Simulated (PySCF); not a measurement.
H₂O.
SMILES: `O`

The closed-shell ground state was solved at several levels (PySCF, density fitting, gas phase, non-relativistic). Geometry: GFN2-xTB; no solvent, vibrations or thermal averaging.

```json
{"level": "CAM-B3LYP/pcSseg-3", "basis functions": "138", "total energy (Eh)": "-76.4459", "HOMO (eV)": "-10.68", "LUMO (eV)": "0.48", "gap (eV)": "11.16", "dipole (D)": "1.88"}
{"level": "HF/pcJ-1", "basis functions": "47", "total energy (Eh)": "-76.0242", "HOMO (eV)": "-13.65", "LUMO (eV)": "4.44", "gap (eV)": "18.09", "dipole (D)": "2.19"}
{"level": "BHandHLYP/3-21G", "basis functions": "13", "total energy (Eh)": "-75.9346", "HOMO (eV)": "-9.49", "LUMO (eV)": "4.15", "gap (eV)": "13.64", "dipole (D)": "2.30"}
{"level": "HCTH407/pcSseg-3", "basis functions": "138", "total energy (Eh)": "-76.4637", "HOMO (eV)": "-7.46", "LUMO (eV)": "-0.95", "gap (eV)": "6.51", "dipole (D)": "1.79"}
{"level": "KT3/3-21G", "basis functions": "13", "total energy (Eh)": "-76.9290", "HOMO (eV)": "-5.63", "LUMO (eV)": "1.75", "gap (eV)": "7.38", "dipole (D)": "2.12"}
{"level": "OLYP/3-21G", "basis functions": "13", "total energy (Eh)": "-75.9427", "HOMO (eV)": "-5.23", "LUMO (eV)": "1.84", "gap (eV)": "7.07", "dipole (D)": "2.16"}
```

**Question.** What might HSE06/pcJ-1 (47 basis functions) give for the same quantities?

**Answer.** Total energy -76.3500 Eh, HOMO -8.16 eV, LUMO 1.07 eV, gap 9.23 eV, dipole 2.11 D.

**Question.** Over all these levels, which gives the widest orbital gap and which the narrowest?

**Answer.** HF/pcJ-1 (Hartree–Fock, all exact exchange) has the widest, 18.09 eV, and HCTH407/pcSseg-3 (GGA) the narrowest, 6.51 eV. Functional and basis both differ between the two, so the spread mixes both effects.

**Question.** How far do the dipole and the HOMO energy spread over the levels?

**Answer.** The dipole runs from 1.79 to 2.30 D (mean 2.08 D) and the HOMO from -13.65 to -5.23 eV.
